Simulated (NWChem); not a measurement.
# hydrogen peroxide (H2O2); SMILES OO

```xyz
4

O      0.0626    -0.7065    -0.0547
O     -0.0626     0.7065    -0.0547
H     -0.7294    -0.9624     0.4375
H      0.7294     0.9624     0.4375
```
Atoms are numbered in this order, from 1.

Computed with NWChem. The geometry was optimised at PBE0/def2-SVP.

**Question.** Among these, which level gives the lowest value of “dipole (D)”?
A) CAM-B3LYP/pcseg-2
B) CAM-B3LYP/aug-pcseg-1
C) CAM-B3LYP/def2-TZVPP
D) CAM-B3LYP/pcseg-1

**Answer.** B, CAM-B3LYP/aug-pcseg-1. Values: CAM-B3LYP/aug-pcseg-1 1.66; CAM-B3LYP/def2-TZVPP 1.74; CAM-B3LYP/pcseg-2 1.76; CAM-B3LYP/pcseg-1 1.83
